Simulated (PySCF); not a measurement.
## (Chloromethyl)cyclopropane: calculation and literature

Cartesian coordinates in Å; atom numbers follow the order of the lines, from 1:
```xyz
12

Cl    2.6582    0.1686   -0.7146
C     1.3089   -0.5110    0.2568
C    -0.0107   -0.3311   -0.4228
C    -0.7063    0.9930   -0.3596
C    -1.2472   -0.1686    0.4181
H     1.3287    0.0031    1.2285
H     1.5425   -1.5723    0.4201
H    -0.1172   -0.8982   -1.3532
H    -0.2089    1.7968    0.1911
H    -1.2519    1.3293   -1.2445
H    -2.1666   -0.6494    0.0744
H    -1.1295   -0.1603    1.5058
```

The experiment to reproduce: δ 13C C3 13.6; C4/C5 5.5 ppm (measured; solution, not stated per compound (mostly CDCl3 or CCl4); Pretsch, Buehlmann, Badertscher, Structure Determination of Organic Compounds, 4th ed. (2009)).

- PBE0-D3(BJ)/def2-SVP structure
- shieldings: GIAO KT2/pcSseg-2
- program: PySCF 2.14
- rapidly exchanging positions averaged, non-relativistic, isolated molecule, a single conformation

Q: How close does the calculation come?

A: 
Reference values: measured (solution, not stated per compound (mostly CDCl3 or CCl4); Pretsch, Buehlmann, Badertscher, Structure Determination of Organic Compounds, 4th ed. (2009)).
```
atoms  quantity  reference  computed  computed, scaled
   C3     δ 13C       13.6      17.9              14.3
C4/C5     δ 13C        5.5       7.5               3.4
```

Computed shifts are σ(ref) − σ with the named reference compound (TMS for H and C) calculated as an isolated molecule at the same level. The measured values may be among those fitted. Expected solution values come from regression of measured δ (H and C: mostly CDCl3, vs TMS) on computed σ: 13C: δ = 185.87 − 1.044σ (rms 2.6 ppm, 51 shifts, 3.3 ppm with the 1 outlier that the fit left out). Occasional misses reach two or three times the rms, and more in compound classes unlike the fitted ones.

Q: How far are the unscaled 13C shifts from the references?

A: Mean signed difference +3.15 ppm, mean absolute 3.15 ppm over 2 comparisons; the largest is +4.3 ppm at C3 (three-membered-ring carbon).
